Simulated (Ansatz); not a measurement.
# [CH₃···H···BH₂], doublet in cc-pVDZ: errors against UCCSDT(Q)

Geometry: a point of a hydrogen-transfer path between rigid fragments, not a stationary point.

```xyz
8

C    -1.3545    0.0000    0.0000
H    -1.7178    1.0273    0.0000
H    -1.7178   -0.5137    0.8897
H    -1.7178   -0.5137   -0.8897
H     0.3925    0.0000    0.0000
B     1.5625    0.0000    0.0000
H     2.0715    0.0000    1.0770
H     2.0715    0.0000   -1.0770
```

Basis cc-pVDZ; Ansatz 0.2.0. Correlated methods freeze the noble-gas cores, which leaves 13 electrons in 56 orbitals. Prefix R: restricted or restricted open-shell reference; prefix U: unrestricted. Active spaces: pair = (3e, 3o) about the gap; frontier = (9e, 9o) about the gap.

Full CI isn't at hand for all of this; UCCSDT(Q) serves as the reference, and is uncertain by about the last step of the cluster series. The frozen core follows each run's orbitals, which can shift R against U totals by a few meV.

For open shells CISD is restricted-active-space CI with the open shells as a complete middle space.

The UHF ⟨S²⟩ is 0.763, the T1 diagnostic (RCCSD) is 0.0154 and the largest doubles amplitude (RCCSD) is 0.042. The T1 diagnostic (UCCSD) is 0.0097.

```csv
level,E − E(UCCSDT(Q)) (kcal/mol),share of correlation (%),wall time
RHF,178.24,0.00,–
UHF,175.54,1.52,–
RMP2,32.91,81.53,–
UMP2,32.93,81.53,–
CISD,18.18,89.80,5.5 s
RCCSD,3.92,97.80,–
UCCSD,3.89,97.82,–
RCCSD(T),0.67,99.63,9 s
UCCSD(T),0.67,99.62,9 s
BCCD(T),0.67,99.63,3.8 s
RCCSDT,0.12,99.93,–
UCCSDT,0.12,99.93,–
RCCSDT(Q),0.01,99.99,5.5 s (H100)
CASSCF (pair space),168.17,5.65,–
NEVPT2 (pair space),33.10,81.43,1.2 s
MRCISD (pair space),16.56,90.71,–
MRCISD+Q (pair space),1.22,99.32,2.1 s (H100)
CASSCF (frontier space),131.09,26.45,–
NEVPT2 (frontier space),31.46,82.35,7.5 s (H100)
MRCISD (frontier space),10.29,94.23,–
MRCISD+Q (frontier space),0.50,99.72,9.5 s (H100)
```

The correlation energy at UCCSDT(Q), counted from RHF, is -7.729 eV. That run took 4.9 s on 2 threads of AMD EPYC 7R13 with a shared H100 80 GB, shared host.

Times hold each run's SCF and search for its determinant on a shared host, so for small cases they say little of a method's own cost; rows without a card ran on 1 thread of AMD EPYC 7R13.
